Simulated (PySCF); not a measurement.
# F2H2Si (difluorosilane): the cost of one run

Computed with PySCF 2.14.0, with density-fitted response routines of our own, on a single molecule in the gas phase. Atoms count from 0, in the outputs and in this text.

## 1. The molecule as given

5 atoms, charge 0, multiplicity 1; geometry from: GFN2-xTB. The atoms were then displaced at random by about 0.03 Å, so the start is not that level's minimum.

Bonds of the start (Å): F0–Si1 1.58, Si1–F2 1.56, Si1–H3 1.45, Si1–H4 1.46.

## 2. Optimising the geometry at PBE0-D3(BJ)/def2-SVP

What the job is given:

```
{"job": {"xc": "PBE0", "basis": "def2-SVP", "d3": "d3bj", "grid": 1, "shake": 0.03, "kind": "geom"}, "charge": 0, "multiplicity": 1}
F     -1.139640    -1.010970    -0.093060
Si    -0.019500     0.097090     0.001080
F      1.230610    -0.816440    -0.163150
H      0.088910     0.664160     1.332790
H     -0.068290     0.961390    -1.174140
```

Run with:

```console
OMP_NUM_THREADS=1 python probes_run.py task.json out
```

This one command runs all jobs of the session in turn.

Q: Estimate the wall time and peak memory of this first job on 1 thread of Arm Neoverse V1, shared host.

About 9.1 s, with a peak of 0.26 GiB.
